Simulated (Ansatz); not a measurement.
A run of Ansatz (development build ahead of 0.2.0) on singlet C₄H₈ at this shape:

```tsv
atom	x (Å)	y (Å)	z (Å)
C	1.0529	-0.0227	0.0475
C	-0.0068	1.0917	0.0505
C	-1.1413	0.0339	-0.0153
C	-0.0034	-1.0431	0.0542
H	1.6963	-0.0288	0.8463
H	0.0184	1.7322	0.9070
H	-1.7372	0.0486	0.8702
H	0.0223	-1.7254	0.8925
H	1.7627	0.0354	-0.8792
H	-0.0336	1.6848	-0.9311
H	-1.7844	0.0309	-0.9054
H	-0.0049	-1.7855	-0.8339
```

Its results:

```json
{"Converged": "yes", "Total energy": "-155.96288 hartree", "Spin squared of the determinant": "0.000"}
```

Problem. Which input gives this output? Name the method, the orbitals and the basis set, and write the input.

Solution. RHF in def2-SVP. An unrestricted run that stays on the closed shell gives the same numbers.

```yaml
crystal:
  periodic: [false, false, false]
  atoms:
    - { symbol: C, position_ang: [1.05286, -0.02272, 0.04751] }
    - { symbol: C, position_ang: [-0.00679, 1.0917, 0.05046] }
    - { symbol: C, position_ang: [-1.1413, 0.03387, -0.01534] }
    - { symbol: C, position_ang: [-0.00338, -1.04309, 0.05417] }
    - { symbol: H, position_ang: [1.69628, -0.02876, 0.84627] }
    - { symbol: H, position_ang: [0.01838, 1.73215, 0.90695] }
    - { symbol: H, position_ang: [-1.73722, 0.0486, 0.87016] }
    - { symbol: H, position_ang: [0.0223, -1.72542, 0.89247] }
    - { symbol: H, position_ang: [1.76269, 0.03536, -0.87923] }
    - { symbol: H, position_ang: [-0.03358, 1.68476, -0.93106] }
    - { symbol: H, position_ang: [-1.78435, 0.03092, -0.90537] }
    - { symbol: H, position_ang: [-0.00493, -1.78547, -0.83387] }
basis:
  gaussian: { orbitals: def2-SVP }
hamiltonian:
  xc: hf
```
